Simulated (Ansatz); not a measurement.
C3H7FO can be A, `CC(O)CF`, or B, `OCCCF`.

Calculated with Ansatz (gas phase, PBE0-D4/def2-TZVP geometries, no zero-point term in ΔE). CCSD(T)/CBS adds triple-zeta CCSD(T) − MP2 to the extrapolated MP2 energy (def2 sets, frozen cores). Functionals use def2-TZVPP. B3LYP here is the variant with VWN-RPA as its local correlation; programs differ in this. One conformer a species, not always the lowest.

Problem. Which isomer does CCSD(T)/CBS put lower? Give the gap. (Estimate.)

Solution. Computed: A, by 4.7 kcal/mol.

Problem. Give E(B) − E(A) in kcal/mol with B3LYP-D4, PBE0-D4, B2PLYP, HF/def2-TZVPP, ωB97M-V, CCSD(T)/def2-TZVPP, r2SCAN-D4. (An estimate is asked.)

Solution. Ansatz gave: B3LYP-D4 4.4, PBE0-D4 4.5, B2PLYP 4.4, HF/def2-TZVPP 3.6, ωB97M-V 4.8, CCSD(T)/def2-TZVPP 4.7, r2SCAN-D4 5.1. None reverses the order clearly.

Largest T1 diagnostic: 0.010.

In def2-TZVPP, CCSD(T) changes the Hartree–Fock value by +1.1 kcal/mol (the triples alone add +0.3 kcal/mol) and MP2 by +1.2 kcal/mol.
